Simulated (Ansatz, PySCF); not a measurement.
A calculation on zinc-blende BP returned lattice constant a 4.584 Å, bulk modulus 175 GPa.

For reference: lattice constant a 4.525 Å (measured, static lattice: zero-point anharmonic expansion removed; as tabulated in Mejia-Rodriguez and Trickey (2018), arXiv:1807.09216); bulk modulus 176 GPa (measured, 0 K, zero-point effect removed, our sources range from 168 to 176; as tabulated in Goldzak et al. (2022), arXiv:2208.04865).

Question: Which level of theory produced these numbers?
A. PBE (Ansatz, a quantum-chemistry and plane-wave program)
B. RPBE (Ansatz)
C. Hartree–Fock (Ansatz)
D. MP2 (PySCF)

Answer: C, Hartree–Fock (Ansatz)

The others give: RPBE 4.575 Å, 155 GPa; MP2 4.499 Å, 182 GPa; PBE 4.548 Å, 162 GPa.

Unless a cell is named, each level is at its own relaxed cell (Hartree–Fock 12.04, MP2 11.38, PBE 11.76, RPBE 11.97 Å³/atom).

Ansatz's density-functional and Hartree–Fock values are scalar-relativistic unless marked +SOC, with PAW data made under PBE.
